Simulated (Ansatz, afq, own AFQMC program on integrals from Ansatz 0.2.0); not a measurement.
AFQMC on a folder of integrals that Ansatz 0.2.0 wrote.

```yaml
crystal:
  periodic: [false, false, false]
  atoms:
    - {symbol: O, position_ang: [0.000000, 0.000000, 0.000000]}
    - {symbol: O, position_ang: [0.000000, 0.000000, 2.129000]}
basis:
  gaussian: {orbitals: 6-31G}
total_charge: 1
magnetization: {spin_polarized: false, initial_magnetization: 3}
correlation: {method: ccsd_t, electrons: outside_noble_gas, hamiltonian_folder: ham}
```

```sh
$ ansatz run in.yaml --threads 1 --pin off --events-out ev --progress --plain --max-ram 16896MiB --backend cuda --devices 0, --max-vram 18GiB
```

Options of the walk:

```
--method free --trial cid --walkers 20 --time-step 0.05 --max-blocks 30 --target-error 0.0016 --factor-cut 1e-05 --seed 7422 --times 0,2,5,8,12 --taylor-order 4
```

Times are imaginary, in 1/Eh. The walk had a cap of 60 s.

```
orbitals 16  electrons 7 4  factors 83 of 152
reference energy -148.85193651 Eh
CCSD correlation -0.33908316 Eh in 19 cycles, weight of the determinant in the CISD state 0.6490
repeat  energy at the last time / Eh  error
    10  -149.317130  0.081786
    20  -149.299624  0.077135
    30  -149.210723  0.050206
time / (1/Eh)  energy / Eh  error  mean overlap
  0.00  -149.188287  0.000806  1.5168
  2.00  -149.222430  0.004603  1.4604
  5.00  -149.243171  0.010155  1.4295
  8.00  -149.237872  0.019414  2.1136
 12.00  -149.210723  0.050206  2.3353
energy -149.210723 +/- 0.050206 Eh
```

The run failed at least one of its tests; the cautions name the faults.

Against this walk (error 1366.2 meV) on the same determinant: CCSD(T) 371.8 meV lower (within the noise), CCSDT(Q) 543.4 meV lower (within the noise), CCSDTQ 443.7 meV lower (within the noise), full CI (a separate run on its own orbitals, whose frozen core shifts it by up to a few meV) 456.8 meV lower (within the noise). The error is statistical, and a free projection of finite length keeps a remainder of its start.

A setting was made bad on purpose (projection too long), so the walk's energy isn't to be trusted.

Cautions: remainder of the start not in the error; phase noise grows fast; error above the target (1366.2 against 43.5 meV); a spin-contaminated unrestricted determinant lies lower (UHF 6.47 eV lower, ⟨S²⟩ 4.76); the search met a lower determinant of the same kind, perhaps of another symmetry (4.02 eV lower), and this one is a saddle point; strong correlation (T1 0.028, weight of the determinant 0.65, largest double 0.37); (T) is large, 10 % of the CCSD correlation; (Q) is large, 306 meV, so the cluster series hasn't closed; the CCSD(T) amplitudes may be one of several solutions (largest double 0.37); in a space of 11 electrons in 9 natural orbitals full CI finds another state of this spin 794 meV below the state of CCSD(T); the CCSDT(Q) amplitudes may be one of several solutions (largest double 0.47); in a space of 11 electrons in 9 natural orbitals full CI finds another state of this spin 786 meV below the state of CCSDT(Q); the CCSDTQ amplitudes may be one of several solutions (largest double 0.49); in a space of 11 electrons in 9 natural orbitals full CI finds another state of this spin 792 meV below the state of CCSDTQ; CCSDTQ on the UHF determinant differs (894 meV lower), perhaps since the unrestricted series falls towards higher spin; a state of other symmetry lies lower (by 576 meV); full CI with its own frozen core; a state of higher spin lies lower (by 878 meV); so few walkers bias the energy; the time-step error isn't removed.

CCSDT and higher add their correlation energy to the determinant of the CCSD(T) run, since their own runs factorise the integrals more tightly (a shift of under 2 meV). A walk keeps the symmetry of its determinant, which the program's search chose and which needn't be the lowest solution, so a lower state of the same spin and another symmetry isn't excluded.
